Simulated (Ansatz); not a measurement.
GaC⁺, singlet in cc-pVDZ: errors against full CI

Geometry: a point of a stretch scan, not a stationary point.

```tsv
atom	x (Å)	y (Å)	z (Å)
C	0.0000	0.0000	0.0000
Ga	0.0000	0.0000	3.2170
```

Basis cc-pVDZ; Ansatz 0.2.0. Correlated methods freeze the noble-gas cores and the filled d shells of p-block atoms, which leaves 6 electrons in 26 orbitals. Prefix R: restricted or restricted open-shell reference. No spin–orbit coupling is included, and no scalar relativity.

Full CI is exact within this basis and frozen core; it isn't the basis-set limit.

RHF is unstable: UHF (⟨S²⟩ = 1.02) lies 1.46 eV below the lowest RHF solution. Higher spins weren't run at this geometry and may lie near or lower.

* UHF ⟨S²⟩: 1.018
* T1 diagnostic (RCCSD): 0.0110
* largest doubles amplitude (RCCSD): 0.174

Problem. From what is known of these methods and the diagnostics, rank them by the size of their error in total energy against full CI in cc-pVDZ, smallest first (an estimate: the text doesn't fix the numbers).
A. RCCSD
B. RHF
C. CISD
D. RCCSD(T)
E. RCCSDT(Q)

Solution. E (2.3 kJ/mol), D (7.1 kJ/mol), A (15.2 kJ/mol), C (44.5 kJ/mol), B (378.3 kJ/mol).

All errors are against full CI in cc-pVDZ. Within each family the higher level lies nearer, as is usual though not guaranteed.

The full-CI state has the irrep A1 of C2v, in the program's axes (one component, if the state is degenerate).

Its occupations show that no single determinant describes this state well.

Natural occupations of full CI about the gap: 1.926 1.903 1.633 0.191 0.191 0.039 0.034 0.034 0.011 0.008; effectively unpaired electrons, Σ n²(2−n)², 0.67.
